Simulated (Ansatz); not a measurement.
Basis-set extrapolation for C₃H₁₀N₂ (`CCNCN`) (PBE0-D4/def2-TZVP geometry, frozen core, Ansatz 0.2.0). Multiplicity 1, RHF reference.

|  | def2-TZVPP | def2-QZVPP |
| --- | --- | --- |
| HF | -228.399894 | -228.411297 |
| MP2 correlation | -0.958359 | -1.021938 |
| CCSD(T) correlation | -1.045286 | not run |

Energies in hartree. Use E(X) = E(∞) + A·exp(−7.88·√X) for Hartree–Fock and E(X) = E(∞) + B·X^(−2.97) for correlation, with X = 3 and 4, and add CCSD(T) minus MP2 of the smaller set to the MP2 limit.

Problem. What is the CCSD(T) energy at the basis-set limit?

Solution. HF limit: -228.411297 + (-0.011403) × 0.13774 = -228.41287. MP2 limit: -1.021938 + (-0.063579) × 0.74074 = -1.06903. Higher-order term: -1.045286 − (-0.958359) = -0.08693. Total: -229.56883 hartree, 3.36 eV below CCSD(T)/def2-TZVPP.
